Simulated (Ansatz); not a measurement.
Task: harmonic frequencies at the relaxed geometry of C₃H₃FO₂, SMILES O=CO/C=C/F, with Ansatz's Python interface. Give the script and its output. Settings (for the species named): CAM-B3LYP, 6-31G* basis, multiplicity 1.

`freq_c3h3fo2.py`
```python
"""Vibrations and zero-point energy of C3H3FO2."""

import itertools

import ansatz as az
from ase import Atoms
from ase.data import atomic_numbers, covalent_radii
from ase.thermochemistry import IdealGasThermo
import numpy as np
from rdkit import Chem
from rdkit.Chem import AllChem


def main() -> None:
    # a force-field geometry from the SMILES
    rd = Chem.AddHs(Chem.MolFromSmiles("O=CO/C=C/F"))
    AllChem.EmbedMolecule(rd, randomSeed=963)
    AllChem.UFFOptimizeMolecule(rd)
    molecule = az.Crystal.molecule()
    for atom, xyz in zip(rd.GetAtoms(), rd.GetConformer().GetPositions()):
        molecule = molecule.atom(atom.GetSymbol(), xyz.round(5).tolist())

    job = molecule.calculation().basis(gaussian="6-31G*").functional("cam_b3lyp")
    symbols = [site.symbol for site in molecule.cartesian_sites]
    start = np.array([site.position_ang for site in molecule.cartesian_sites], dtype=float)
    r = job.relax(force_tolerance=0.003, max_steps=100).run(threads=1).report
    end = np.array(r["positions_ang"])

    # pairs closer than 1.2 times the sum of covalent radii, before or after
    radius = [covalent_radii[atomic_numbers[s]] for s in symbols]
    span = lambda where, i, j: np.linalg.norm(where[i] - where[j])
    bonded = [(i, j) for i, j in itertools.combinations(range(len(symbols)), 2) if min(span(start, i, j), span(end, i, j)) < 1.2 * (radius[i] + radius[j])]
    print("pair        before    after (A)")
    for i, j in bonded:
        print(f"{symbols[i]}{i}-{symbols[j]}{j}".ljust(10), f"{span(start, i, j):8.4f} {span(end, i, j):8.4f}")

    # same settings at the minimum
    minimum = az.Crystal.molecule()
    for symbol, place in zip(symbols, end):
        minimum = minimum.atom(symbol, place.tolist())
    vibrating = minimum.calculation()
    vibrating = vibrating.basis(gaussian="6-31G*")
    vibrating = vibrating.functional("cam_b3lyp")
    vibrating = vibrating.phonons(temperatures=(100, 500, 100))
    vib = vibrating.run(threads=1).report["vibrations"]
    sums = vib["harmonic_sums"]
    modes = [m["omega_inv_cm"] for m in sums["modes_at_gamma"] if m["rigid_motion"] == "no"]
    for number, w in enumerate(modes, start=1):
        print(f"mode {number:2d} {w:9.1f} 1/cm {w / 8065.544 * 1000:8.2f} meV")
    print("imaginary modes:", sum(w < 0 for w in modes), " zero-point energy:", round(sums["zero_point_energy_ev"], 4), "eV")
    # rigid rotor and ideal gas, symmetry number taken as one
    gas = IdealGasThermo(vib_energies=[w / 8065.544 for w in modes if w > 0], geometry="linear" if len(modes) == 3 * len(symbols) - 5 else "nonlinear",
                         atoms=Atoms(symbols, positions=end), symmetrynumber=1, spin=0.0)
    print(f"H(298 K) - E = {gas.get_enthalpy(298.15, verbose=False):.4f} eV")
    print(f"S(298 K, 1 bar) = {96485.33 * gas.get_entropy(298.15, 1e5, verbose=False):.1f} J/(mol K) with symmetry number 1")

    # all hydrogen replaced by deuterium
    heavier = vibrating.phonons(masses={"H": 2.014102}).run(threads=1).report["vibrations"]["harmonic_sums"]
    print("deuterated (1/cm):", " ".join(f"{m['omega_inv_cm']:.0f}" for m in heavier["modes_at_gamma"] if m["rigid_motion"] == "no"))
    print("zero-point energy falls by", round(sums["zero_point_energy_ev"] - heavier["zero_point_energy_ev"], 4), "eV")


if __name__ == "__main__":
    main()
```

```console
$ python freq_c3h3fo2.py
pair        before    after (A)
O0-C1        1.2603   1.1979
C1-O2        1.3972   1.3485
C1-H6        1.0813   1.0970
O2-C3        1.3965   1.3829
C3-C4        1.3269   1.3213
C3-H7        1.0837   1.0814
C4-F5        1.3556   1.3384
C4-H8        1.0825   1.0838
mode  1      77.5 1/cm     9.61 meV
mode  2     170.0 1/cm    21.08 meV
mode  3     237.9 1/cm    29.50 meV
mode  4     366.3 1/cm    45.42 meV
mode  5     415.6 1/cm    51.52 meV
mode  6     519.1 1/cm    64.35 meV
mode  7     808.1 1/cm   100.20 meV
mode  8     858.1 1/cm   106.40 meV
mode  9     956.3 1/cm   118.57 meV
mode 10    1041.5 1/cm   129.13 meV
mode 11    1091.6 1/cm   135.34 meV
mode 12    1213.5 1/cm   150.45 meV
mode 13    1264.0 1/cm   156.72 meV
mode 14    1300.2 1/cm   161.20 meV
mode 15    1348.2 1/cm   167.16 meV
mode 16    1430.9 1/cm   177.41 meV
mode 17    1815.6 1/cm   225.10 meV
mode 18    1875.2 1/cm   232.49 meV
mode 19    3132.5 1/cm   388.38 meV
mode 20    3263.8 1/cm   404.66 meV
mode 21    3294.0 1/cm   408.41 meV
imaginary modes: 0  zero-point energy: 1.6416 eV
H(298 K) - E = 1.8270 eV
S(298 K, 1 bar) = 324.6 J/(mol K) with symmetry number 1
deuterated (1/cm): 67 166 210 348 392 500 706 747 766 880 943 987 1015 1150 1212 1271 1764 1839 2334 2405 2459
zero-point energy falls by 0.2677 eV
```

What to keep in mind:
- These settings explore the input space; basis and method may be short of convergence.
- The frequencies are harmonic and unscaled, in a modest basis.
- The result belongs to the one conformer reached from this start, and soft torsions count as harmonic oscillators.
- The entropy takes a symmetry number of 1; a symmetric molecule's is lower by R ln(sigma).
- Wall time of the script: 6.8 min on 1 thread of Arm Neoverse V1, on a shared host, peak memory 0.4 GiB.
